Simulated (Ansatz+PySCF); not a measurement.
The numbers below are computed, except where a source is named.
Input for PySCF 2.14.0:

```python
from pyscf import gto, scf, cc

mol = gto.M(atom="""
B 0.000000 0.000000 0.000000
C 0.766350 1.021790 2.212250
""", basis='6-31g', charge=0, spin=3)
mf = scf.UHF(mol)
mf.kernel()
mycc = cc.CCSD(mf, frozen=2).run()
et = mycc.ccsd_t()
print(mf.e_tot, mycc.e_corr, et, mycc.e_tot + et)
```

The script is written out from the run's settings.

Output:

```
Converged                       : yes
Reference energy                : -62.21506 hartree
CCSD correlation energy         : -0.09721 hartree
Triples correction              : -0.00332 hartree
Total energy                    : -62.31559 hartree
Spin squared of the determinant : 3.772
```

Caution: large amplitudes, a single reference is doubtful.
